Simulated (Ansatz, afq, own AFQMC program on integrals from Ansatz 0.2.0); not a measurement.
Two steps: Ansatz 0.2.0 writes the Fock matrix and Cholesky factors of the valence space, and afq projects on them the lowest state that overlaps trial and start.

```yaml
crystal:
  periodic: [false, false, false]
  atoms:
    - {symbol: N, position_ang: [0.000000, 0.000000, 0.000000]}
    - {symbol: H, position_ang: [1.024021, 0.013755, -0.000070]}
    - {symbol: H, position_ang: [-0.523923, 0.879946, -0.002762]}
    - {symbol: H, position_ang: [-0.500098, -0.893701, 0.002832]}
basis:
  gaussian: {orbitals: 6-31G}
total_charge: 1
magnetization: {spin_polarized: true, initial_magnetization: 3}
correlation: {method: ccsd_t, electrons: outside_noble_gas, hamiltonian_folder: ham}
```

```sh
$ ansatz run in.yaml --threads 1 --pin off --events-out ev --progress --plain --max-ram 1843MiB
```

afq runs on the folder ham with

```
--method phaseless --trial hf --walkers 400 --populations 1 --least-time 40 --time-step 0.005 --steps-per-block 20 --equilibration-blocks 112 --max-blocks 600 --target-error 0.0009600 --factor-cut 1e-05 --start spin_pure --seed 3722 --taylor-order 6
```

Times are imaginary, in 1/Eh. The walk had a cap of 449 s.

Log:

```
orbitals 14  electrons 5 2  factors 85 of 228
reference energy -55.32880091 Eh
CCSD correlation -0.08455257 Eh in 13 cycles, weight of the determinant in the CISD state 0.8907
energy of the start -55.329056 Eh
 block  time / (1/Eh)  mean weight  energy / Eh
     1     0.100  1.0005  -55.348142
     2     0.200  1.0003  -55.360367
     3     0.300  1.0007  -55.365499
     4     0.400  1.0009  -55.377156
     5     0.500  1.0006  -55.381471
    10     1.000  1.0002  -55.406588
    61     6.100  1.0002  -55.423161
    97     9.700  0.9992  -55.405242
   121    12.100  0.9993  -55.409853
   181    18.100  1.0000  -55.413465
   241    24.100  1.0000  -55.420138
   301    30.100  0.9996  -55.414482
   361    36.100  1.0002  -55.420209
   421    42.100  0.9992  -55.415861
   469    46.900  1.0001  -55.425337
   481    48.100  1.0012  -55.412402
   505    50.500  1.0010  -55.421335
blocks merged  error / Eh  count
     1  0.000314  400
     2  0.000414  200
     4  0.000539  100
     8  0.000686  50
    16  0.000849  25
    32  0.000792  12
energy -55.415571 +/- 0.000849 Eh
(rows thinned)
```

The run passed its tests (sampling time, drift between the halves within three errors, error under three times the target), which doesn't prove that it has relaxed. The second half of the sampling lies below the first by 1.7 errors of their difference, so the energy may still be moving and its error bar be too small.

Against this walk (error 23.1 meV) on the same determinant: CCSD(T) 8.4 meV higher (within the noise), full CI 33.6 meV lower (within the noise), a separate phaseless walk with a CISD trial and standard settings 7.8 ± 23.6 meV lower (within the noise). The error is statistical and leaves out the bias of the constraint.

Cautions: constraint bias not in the error; another spin lies lower (by 14.87 eV); strong correlation (T1 0.057, weight of the determinant 0.89, largest double 0.15).

The walk took 100 s on 1 thread of Arm Neoverse V1, on a shared host. The log's last line is the phaseless energy.

A walk keeps the symmetry of its determinant, which the program's search chose and which needn't be the lowest solution, so a lower state of the same spin and another symmetry isn't excluded.
